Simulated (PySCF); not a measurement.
SMILES F[Si](F)(F)F (CAM-B3LYP/def2-SVP optimised geometry):

```
5

F      1.056    -0.373     0.000
Si    -0.527    -0.373     0.000
F     -1.055    -1.117     1.294
F     -1.056     1.120     0.000
F     -1.053    -1.120    -1.293
```

Computed with CAM-B3LYP/def2-TZVP (PySCF 2.14.0).

Q: What are the frontier orbital energies and the dipole moment?

A: HOMO-2 -14.36 eV, HOMO-1 -14.36 eV, HOMO -14.36 eV, LUMO 1.15 eV, LUMO+1 3.02 eV; dipole moment 0.00 D.

On the same geometry PBE/def2-TZVP (PySCF) gives HOMO-2 -10.58 eV, HOMO-1 -10.58 eV, HOMO -10.58 eV, LUMO -0.82 eV, LUMO+1 1.31 eV; dipole moment 0.00 D.

Meta-Löwdin charges at CAM-B3LYP/def2-TZVP: F1 -0.47, Si2 1.89, F3 -0.47, F4 -0.47, F5 -0.47.
